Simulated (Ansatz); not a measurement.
## How far each method lies from UCCSDT(Q) for H₂B–As, triplet

Geometry: that of the H2B–As, singlet, kept fixed.

```xyz
4

B     0.0000    0.0000    1.5636
As    0.0000    0.0000   -0.2839
H     0.0000    1.0410    2.1647
H     0.0000   -1.0410    2.1647
```

Basis cc-pVTZ; Ansatz 0.2.0. Correlated methods freeze the noble-gas cores and the filled d shells of p-block atoms, which leaves 10 electrons in 86 orbitals. R marks a restricted (for open shells ROHF) determinant, U an unrestricted one. Active spaces: valence = (10e, 10o) chosen from the atoms' valence shells. No spin–orbit coupling is included, and no scalar relativity.

Full CI isn't at hand for all of this; UCCSDT(Q) serves as the reference, and is uncertain by the last step of the cluster series or more. The frozen core follows each run's orbitals, which can shift R against U totals by a few meV for light atoms and by up to 0.1 eV past Ca.

- UHF ⟨S²⟩: 2.017
- T1 diagnostic (RCCSD): 0.0202
- largest doubles amplitude (RCCSD): 0.029
- T1 diagnostic (UCCSD): 0.0185

```json
{"level": "UMP2", "E − E(UHF) (eV)": "-5.1748"}
{"level": "UCCSD", "E − E(UHF) (eV)": "-6.0576"}
{"level": "UCCSD(T)", "E − E(UHF) (eV)": "-6.2752"}
```

Problem. Estimate how far UCCSDT(Q) in cc-pVTZ lies from UCCSD(T). The table doesn't fix it; the size of (T) and the diagnostics are the guide.

Solution. UCCSDT(Q) in cc-pVTZ lies 1.47 mEh below UCCSD(T), which is 18 % of the (T) step (-8.00 mEh). The diagnostics are small and one determinant leads, so the series closes fast and only a small part of (T) is left.

The other levels:

| level | E − E(UCCSDT(Q)) (mEh) | wall time |
| --- | --- | --- |
| UCCSDT | 0.30 | – |

Run but not shown, since their state, orbitals or frozen core can't be matched to the reference's or they repeat it: RHF, RMP2, RCCSD, RCCSD(T), BCCD(T), RCCSDT, RCCSDT(Q), CASSCF (valence space), NEVPT2 (valence space), MRCISD (valence space), MRCISD+Q (valence space).

Natural occupations of CASSCF (valence space) about the gap: 1.987 1.982 1.978 1.967 1.001 0.999 0.027 0.021 0.019 0.019; effectively unpaired electrons, Σ n²(2−n)², 2.02.
